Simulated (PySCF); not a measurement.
Estimate the missing entries of this data sheet.

Species: C₃H₈S₂.
Bonds: C1–C2, C2–S3, S3–S4, S4–C5. Hydrogens: H6, H7, H8 on C1; H9, H10 on C2; H11, H12, H13 on C5.

Conformer (atom-mapped SMILES and torsion angles): `[CH3:1][CH2:2][S:3][S:4][CH3:5]`: C1–C2–S3–S4 -66°, C2–S3–S4–C5 -90°.

```json
{"property": "point group of the GFN2-xTB geometry", "level": "GFN2-xTB", "value": "C1"}
{"property": "rotational constants A, B, C of the GFN2-xTB geometry", "level": "GFN2-xTB", "value": "?"}
{"property": "dipole moment", "level": "PBE0/pcSseg-1", "value": "2.18 D"}
{"property": "HOMO energy", "level": "PBE0/pcSseg-1", "value": "-6.84 eV"}
{"property": "LUMO energy", "level": "PBE0/pcSseg-1", "value": "?"}
{"property": "13C chemical shifts (computed TMS as zero) by class", "level": "GIAO PBE0/pcSseg-1", "value": "?"}
{"property": "1H chemical shifts (computed TMS as zero) by class", "level": "GIAO PBE0/pcSseg-1", "value": "2.34 (H9/H10), 2.14 (H11/H12/H13), 1.40 (H6/H7/H8) ppm"}
{"property": "isotropic shieldings of nuclei other than C and H, by class", "level": "GIAO PBE0/pcSseg-1", "value": "?"}
```

Gas-phase values; electronic properties from PySCF, density fitting. One conformer (not necessarily the lowest) at the GFN2-xTB geometry, without solvent or vibrations. NMR classes are plain means over equivalent atoms (diastereotopic ones count apart unless rotation or inversion swaps them), as if these changed places fast; in this geometry the members of some classes differ.

**Question.** What are the isotropic shieldings of nuclei other than C and H, by class?

**Answer.** 414 (S3), 519 (S4) ppm.

**Question.** Give the 13C chemical shifts (computed TMS as zero) by class.

**Answer.** 36.4 (C2), 27.0 (C5), 16.1 (C1) ppm.

**Question.** The rotational constants A, B, C of the GFN2-xTB geometry?

**Answer.** 5.263, 1.868, 1.733 GHz.

**Question.** What is the LUMO energy?

**Answer.** -0.06 eV.

With B = h/(8π²I), that is 505.379 GHz u Å² over I, the principal moments of inertia are 96.0, 270.5 and 291.5 u Å² (most abundant isotopes). The dipole equals about 7.3 × 10⁻³⁰ C·m (1 D = 3.33564 × 10⁻³⁰ C·m). The rotational constants make it an asymmetric top with κ = (2B − A − C)/(A − C) = -0.92, nearer the prolate limit (−1).
